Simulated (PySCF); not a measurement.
## One elementary step

Start structure (SiNH8F, singlet), relaxed at PBE0-D4/def2-TZVP:

```
11
angstrom
Si -0.6248 0.9932 -1.6757
H 0.3777 -0.0874 -1.4804
H -1.1467 0.8627 -3.0655
H 0.0004 2.3257 -1.5228
H -1.7587 0.8065 -0.7388
H 0.4791 0.2749 1.3075
F 0.4177 1.2261 1.1371
H 0.4876 -1.7536 0.5735
N 0.5538 -1.3292 1.4912
H 1.4226 -1.6351 1.9124
H -0.2079 -1.6872 2.0543
```

The step: SiH₄ + NH₃ + HF → SiH₃F ([F][SiH3]) + NH₃ + H₂; bonds formed: Si1–F7, H2–H8, H6–N9; bonds broken: Si1–H2, H6–F7, H8–N9. PySCF 2.14 with density fitting (its default auxiliary sets; JK sets also for MP2 and CCSD(T)); basis: def2-TZVPP and def2-QZVPP; cores frozen in the correlated methods. Extrapolation: Hartree–Fock as exp(−7.88 √X), correlation as X^−2.97. Energies below are by CCSD(T) at an estimated basis limit (MP2 extrapolated from triple and quadruple zeta, plus CCSD(T) − MP2 in triple zeta).

Problem. What are the electronic barrier and the energy of the step, from the start structure to the end structure? (Judge from chemistry; the value comes from the calculation.)

Solution. Computed: Barrier 28.81 kcal/mol; step energy -14.68 kcal/mol (downhill); reverse barrier, their difference, 43.50 kcal/mol. Barrier and step energy count from the start structure, the reverse barrier from the end structure.

The saddle point: One imaginary mode of 529i cm⁻¹.
```tsv
pair	start (Å)	saddle (Å)	end (Å)
Si1–F7	3.01	1.74	1.61
H2–H8	2.65	1.14	0.75
H6–N9	1.62	1.03	1.01
Si1–H2	1.49	1.66	3.98
H6–F7	0.97	1.81	2.50
H8–N9	1.01	1.18	2.76
```

Zero-point energy (harmonic, PBE0-D4): ZPE is 50.92 kcal/mol at the start and 50.55 kcal/mol at the saddle, so the barrier goes from 28.81 to 28.45 kcal/mol.

T1 diagnostic: at most 0.012.

Labels in which every atom is bracketed show which atoms are joined, not bond orders.

For scale, one of the runs: CCSD(T)/def2-TZVPP, 216 basis functions, launched by `OMP_NUM_THREADS=4 python run.py`. Time: 13 min of wall clock on 4 CPU threads of an Intel Xeon; the host was shared. Peak host memory: 3.2 GiB.
